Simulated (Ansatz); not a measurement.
Ansatz (a quantum-chemistry and plane-wave program) input (CCSD(T)/aug-cc-pVDZ):

Ansatz 0.2 input:
```yaml
crystal:
  periodic: [false, false, false]
  atoms:
    - {symbol: C, position_ang: [1.21013508, -0.36745904, -0.00201603]}
    - {symbol: C, position_ang: [0.00594134, 0.57336340, -0.00022751]}
    - {symbol: N, position_ang: [-1.30565618, -0.07401790, 0.00235316]}
    - {symbol: H, position_ang: [2.15083117, 0.18965263, -0.00390203]}
    - {symbol: H, position_ang: [1.20276946, -1.01094548, 0.88157958]}
    - {symbol: H, position_ang: [1.19962331, -1.01161389, -0.88509263]}
    - {symbol: H, position_ang: [0.05020044, 1.22835584, -0.87435923]}
    - {symbol: H, position_ang: [0.05331264, 1.22901704, 0.87324517]}
    - {symbol: H, position_ang: [-1.40535207, -0.67057564, 0.81648160]}
    - {symbol: H, position_ang: [-1.40825028, -0.67119137, -0.81096339]}
basis:
  gaussian:
    orbitals: aug-cc-pVDZ
magnetization: {spin_polarized: false}
correlation: {method: ccsd_t, electrons: outside_noble_gas}
output: {forces: true}
```

Output:

```
Functional definition: HF
integrals: 0.29 GiB planned
1291 factors; integrals over basis functions are off by at most 7.1e-4 eV
mean field: 0.44 GiB planned
mean field evaluation 1: about -3650.2301 eV, gradient 3.7e1 eV
mean field evaluation 2: about -3650.2304 eV, gradient 3.7e1 eV
mean field evaluation 4: about -3653.6970 eV, gradient 3.3e0 eV
mean field evaluation 8: about -3653.7366 eV, gradient 2.2e-4 eV
mean field evaluation 16: about -3653.7364 eV, gradient 1.9e-1 eV
mean field -3653.73661968 eV, -134.2723441818 hartree, gradient 7.5e-7 eV, S^2 0.000000; 0 other end points of the search recorded, 0 dependent functions left out
3 core orbitals not correlated
reference -3653.73661968 eV, -134.2723441818 hartree; 10, 10 occupied and 119, 119 virtual orbitals, 1291 factors
densities: 1.76 GiB planned
second order -13.35041084 eV of doubles, -0.00000000 eV of singles
coupled cluster: 1.01 GiB planned
cycle   1  -14.08416322 eV  change   -7.3e-1 eV  update   7.3e-2
cycle   2  -14.43369365 eV  change   -3.5e-1 eV  update   2.1e-2
cycle   3  -14.49297199 eV  change   -5.9e-2 eV  update   8.7e-3
cycle   4  -14.49273971 eV  change    2.3e-4 eV  update   2.2e-3
cycle   5  -14.49278235 eV  change   -4.3e-5 eV  update   9.4e-4
cycle   6  -14.49292667 eV  change   -1.4e-4 eV  update   3.1e-4
cycle   7  -14.49284791 eV  change    7.9e-5 eV  update   1.3e-4
cycle   8  -14.49282142 eV  change    2.6e-5 eV  update   5.1e-5
cycle   9  -14.49281945 eV  change    2.0e-6 eV  update   1.9e-5
cycle  10  -14.49281423 eV  change    5.2e-6 eV  update   7.0e-6
perturbative correction -0.44418632 eV, -0.0163235461 hartree
the calculation of the forces begins
Total energy: -3668.67362023 eV, -134.8212688271 hartree
Atom 0 at     1.210135    -0.367459    -0.002016 Å, force    -0.067575     0.035531     0.000107 eV/Å
Atom 1 at     0.005941     0.573363    -0.000228 Å, force     0.116245    -0.086794    -0.000174 eV/Å
Atom 2 at    -1.305656    -0.074018     0.002353 Å, force    -0.378105     0.333606     0.000547 eV/Å
Atom 3 at     2.150831     0.189653    -0.003902 Å, force     0.388763     0.259283    -0.000790 eV/Å
Atom 4 at     1.202769    -1.010945     0.881580 Å, force    -0.016683    -0.276181     0.391024 eV/Å
Atom 5 at     1.199623    -1.011614    -0.885093 Å, force    -0.018076    -0.276476    -0.390753 eV/Å
Atom 6 at     0.050200     1.228356    -0.874359 Å, force     0.004518     0.267022    -0.380504 eV/Å
Atom 7 at     0.053313     1.229017     0.873245 Å, force     0.005873     0.267310     0.380284 eV/Å
Atom 8 at    -1.405352    -0.670576     0.816482 Å, force    -0.016954    -0.261539     0.294890 eV/Å
Atom 9 at    -1.408250    -0.671191    -0.810963 Å, force    -0.018004    -0.261762    -0.294630 eV/Å
Dipole moment:     0.203879    -0.181677    -0.000294 e Å
```
